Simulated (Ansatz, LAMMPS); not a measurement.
## How well does each level of theory give the bulk modulus of hcp Ru?

Reference value: 318 GPa (measured, zero-point energy and finite temperature contributions removed, sources range from 318 to 336; as tabulated in doi:10.1021/acs.jctc.3c00612).

| level (code) | value (GPa) | cell (Å³/atom) | error (%) |
|---|---|---|---|
| Lennard-Jones uff-vdw (LAMMPS) | 1.6 | 16.88 | -99 |
| LDA (Ansatz) | 366 | 13.09 | +15.1 |
| PBE (Ansatz) | 311 | 13.77 | -2.2 |
| PBEsol (Ansatz) | 346 | 13.32 | +8.8 |
| r²SCAN (Ansatz) | 337 | 13.49 | +6.0 |

Leaving aside Lennard-Jones uff-vdw, which can be fitted to such values or carry a doubt: Nearest, and too close to rank with a margin of 5.6 % (twice that across the reference) picked here for doubts on the reference and the settings: PBE (-2.2 %), r²SCAN (+6.0 %), PBEsol (+8.8 %). LDA (+15.1 %) misses by most. Within 10 %: PBE, PBEsol, r²SCAN.

Lennard-Jones uff-vdw: this is a force field's van der Waals term alone, without bonds or charges. Each level is taken at its own relaxed cell. Cutoffs differ between the levels. Ansatz's density-functional and Hartree–Fock values are scalar-relativistic unless marked +SOC, with PAW data made under PBE.

Differences are worked out from the printed values.

Ansatz is a quantum-chemistry and plane-wave program.
